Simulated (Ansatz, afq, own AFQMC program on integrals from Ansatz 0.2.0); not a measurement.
**Where AFQMC and coupled cluster stand for CH3⁺, singlet**

```
atom    x (Å)    y (Å)    z (Å)
   C   0.0000   0.0000   0.0000
   H   1.8879   0.0240  -0.0004
   H  -0.9647   1.6229  -0.0048
   H  -0.9232  -1.6469   0.0052
```

Basis cc-pVDZ. Only valence electrons are correlated. AFQMC by an in-house program on the Cholesky factors that Ansatz 0.2.0 writes for its CCSD(T) run. The CISD trial takes its coefficients from CCSD amplitudes. Released means that phaseless walkers are propagated on without the constraint, phases kept. ± is one standard error of the sampling.

Determinant: UHF, the one that the program's search chose, which needn't be the lowest solution. The geometry is a point of a scan.

Full CI on the same integrals is exact in this basis and with this determinant's frozen core.

Cautions: an unrestricted solution with more broken spin lies lower (530 meV, ⟨S²⟩ 1.25); strong correlation (T1 0.146, weight of the determinant 0.63, largest double 0.16); unrestricted determinant spin contaminated (⟨S²⟩ 0.84 against 0.00); CCSD(T) is in doubt: in a space of 6 electrons in 8 natural orbitals full CI lies 120 meV below it; the released energies are still falling, so no released level is given (meV from the phaseless value at times in 1/Eh: -17 ± 6 at 0.24, -28 ± 5 at 0.51, -52 ± 5 at 0.99, -63 ± 6 at 1.62, -70 ± 5 at 2.40).

```
T1 diagnostic                               : 0.1461
weight of the determinant in the CISD state : 0.629
⟨S²⟩ of the determinant                     : 0.840
size of the correlated space                : 6 electrons in 28 orbitals
```

Reference: full CI, correlation energy -5.201 eV. The cautions show a poor starting determinant, so the rows tell how each method copes with it here, and full CI is the sure value.

```json
{"level": "HF", "E − E(reference) (kJ/mol)": "501.8", "share of correlation (%)": "0.00"}
{"level": "MP2", "E − E(reference) (kJ/mol)": "240.0", "share of correlation (%)": "52.18"}
{"level": "CCSD", "E − E(reference) (kJ/mol)": "38.1", "share of correlation (%)": "92.41"}
{"level": "CCSD(T)", "E − E(reference) (kJ/mol)": "14.6", "share of correlation (%)": "97.09"}
{"level": "CCSDT", "E − E(reference) (kJ/mol)": "3.1", "share of correlation (%)": "99.38"}
{"level": "CCSDT(Q)", "E − E(reference) (kJ/mol)": "0.0", "share of correlation (%)": "100.00"}
{"level": "CCSDTQ", "E − E(reference) (kJ/mol)": "0.1", "share of correlation (%)": "99.97"}
{"level": "ph-AFQMC/HF", "E − E(reference) (kJ/mol)": "6.9 ± 2.8", "share of correlation (%)": "98.62"}
{"level": "ph-AFQMC/CISD", "E − E(reference) (kJ/mol)": "9.8 ± 0.7", "share of correlation (%)": "98.06"}
```

CCSDT and higher add their correlation energy to the determinant of the CCSD(T) run, since their own runs factorise the integrals more tightly (a shift of under 2 meV). A walk keeps the symmetry of its determinant, which the program's search chose and which needn't be the lowest solution, so a lower state of the same spin and another symmetry isn't excluded.
